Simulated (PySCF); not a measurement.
PySCF input:

```python
from pyscf import gto, scf, dft

mol = gto.M(
    atom='''
    C    -0.00000000   -0.00000000   -0.62581248
    N     0.00000000    0.00000000    0.53641070
    ''',
    basis='def2-tzvpd',
    charge=1,
    spin=2,
    symmetry='C2v',
    verbose=4,
)

mf = dft.UKS(mol, xc='m062x').density_fit(auxbasis='def2-universal-jkfit')
mf.grids.level = 4
mf.conv_tol = 1e-9
mf.max_cycle = 100
mf.max_memory = 1500
mf.kernel()
if not mf.converged:
    mf = mf.newton()
    mf.kernel(mf.make_rdm1())
mf.analyze()
```

What final total energy does it print?

-92.19436 Eh (M06-2X/def2-TZVPD).

This state (charge 1, triplet) is run at the relaxed geometry of the species with charge 0 and multiplicity 2.
